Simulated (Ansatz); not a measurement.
# CH2N (doublet): from Hartree-Fock to the top rungs, cc-pVDZ

One table from this session's results is given with a row withheld; the runs are named, their logs left out.

Method: cc-pVDZ, core rule «outside noble gas», up to 2 orbitals frozen; program: Ansatz 0.2.0, Gaussian basis.

To be run: UHF; CCSD(T) on ROHF; CCSD(T) on UHF; BCCD(T) on ROHF; CISD; CCSDT(Q) on ROHF; CCSDT(Q) on UHF; CASSCF and MRCISD+Q, 11 electrons in 10 orbitals; CASSCF and NEVPT2, 11 electrons in 10 orbitals.

29 further runs of the same task are left out: 10 that didn't finish, 19 set aside as unsound or not needed.

## What is computed

The geometry is a PBE0/def2-TZVP stationary point (not a proven minimum) of the parent state, kept for this charge and spin.

4 atoms, charge 0, spin multiplicity 2.

Atoms are counted from 1 here; the program's logs count them from 0.

Bond lengths: N1–C2 1.483 Å, C2–H3 1.088 Å, C2–H4 1.088 Å. Angles: N1–C2–H3 115.8°, N1–C2–H4 115.8°, H3–C2–H4 117.5°.

The first run:

in.yaml reads:

```yaml
crystal:
  periodic: [false, false, false]
  atoms:
    - {symbol: N, position_ang: [-0.031501, 0.000001, 0.775533]}
    - {symbol: C, position_ang: [0.070814, -0.000001, -0.703585]}
    - {symbol: H, position_ang: [-0.203041, -0.930186, -1.196548]}
    - {symbol: H, position_ang: [-0.203042, 0.930183, -1.196550]}
basis:
  gaussian: {orbitals: cc-pVDZ}
magnetization: {spin_polarized: true, initial_magnetization: 1}
hamiltonian: {xc: hf}
output: {orbitals: {seedname: orbitals}}
```

Launch:

```sh
> ansatz run in.yaml --threads 1 --pin off --events-out ev --progress --plain --max-ram 2393MiB
```

Steps of the session up to this table: UHF; CCSD(T) on ROHF; CCSD(T) on UHF; BCCD(T) on ROHF; CISD; CCSDT(Q) on ROHF; CCSDT(Q) on UHF; CASSCF and MRCISD+Q, 11 electrons in 10 orbitals; CASSCF and NEVPT2, 11 electrons in 10 orbitals.

One of the session's tables, all rows but one given; the rest of the session is left out.

```
          method  from RCCSDT(Q) (kJ/mol)
            ROHF                   +875.3
             UHF                   +757.5
            RMP2                   +115.8
            UMP2                   +174.2
            CISD                   +117.0
           RCCSD                    +43.7
           UCCSD                    +42.2
        RCCSD(T)                     +6.9
        UCCSD(T)                        ?
         BCCD(T)                     +7.7
          RCCSDT                     +4.0
          UCCSDT                     +3.5
       RCCSDT(Q)                        0
       UCCSDT(Q)                     -0.3
  CASSCF valence                   +477.8
  NEVPT2 valence                    +93.0
  MRCISD valence                    +27.4
MRCISD+Q valence                     +1.3
```

Estimate the missing values for UCCSD(T).

**Answer.** from RCCSDT(Q) (kJ/mol): +13.4. In the column «from RCCSDT(Q) (kJ/mol)» it lies between BCCD(T) (+7.7) and MRCISD valence (+27.4).

Caveats from the session: The determinant is far from a pure spin state, so its energy mixes those of several spin states (harmless only where they are near-degenerate, as at dissociation). Restricted and unrestricted rows rest on different reference determinants; where their highest levels disagree by more than a few hundredths of an eV, they describe different states and don't form one ladder.
